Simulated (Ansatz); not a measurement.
**Worked example: correlation energy of AsF, triplet**

Geometry: that of the AsF, singlet, kept fixed.

```
atom   x (Å)   y (Å)   z (Å)
   F  0.0000  0.0000  0.0000
  As  0.0000  0.0000  1.7370
```

Basis cc-pVDZ; Ansatz 0.2.0. Only valence electrons are correlated (noble-gas cores and the filled d shells of p-block atoms frozen), which leaves 12 electrons in 26 orbitals. R marks a restricted (for open shells ROHF) determinant, U an unrestricted one. No spin–orbit coupling is included, and no scalar relativity.

Full CI isn't at hand for all of this; UCCSDT(Q) serves as the reference, and is uncertain by about the last step of the cluster series.

Runs differ by some tens of microhartree through their thresholds and, for an open shell, their frozen cores, so steps under 0.03 kcal/mol mean nothing.

| level | total energy (hartree) |
| --- | --- |
| UHF | -2333.608832 |
| UMP2 | -2333.864875 |
| UCCSD | -2333.878999 |
| UCCSD(T) | -2333.884262 |
| UCCSDT | -2333.884786 |
| UCCSDT(Q) | -2333.885463 |

What is the correlation energy at UCCSDT(Q), and what share of it do UMP2 and UCCSDT recover?

E(corr) = -2333.885463 − (-2333.608832) = -0.276631 hartree = -7.528 eV. UMP2: -0.256043 / -0.276631 = 92.56 %. UCCSDT: -0.275954 / -0.276631 = 99.76 %.

By how many kcal/mol does UCCSD(T) miss UCCSDT(Q) (1 hartree = 627.509 kcal/mol), and which steps make up the rest?

-2333.884262 − (-2333.885463) = 0.001201 hartree = 0.75 kcal/mol. Steps: UCCSDT − UCCSD(T) = -0.33, UCCSDT(Q) − UCCSDT = -0.42 kcal/mol. That is within 1 kcal/mol of the reference in this basis, which itself misses far more of the correlation at the basis-set limit.
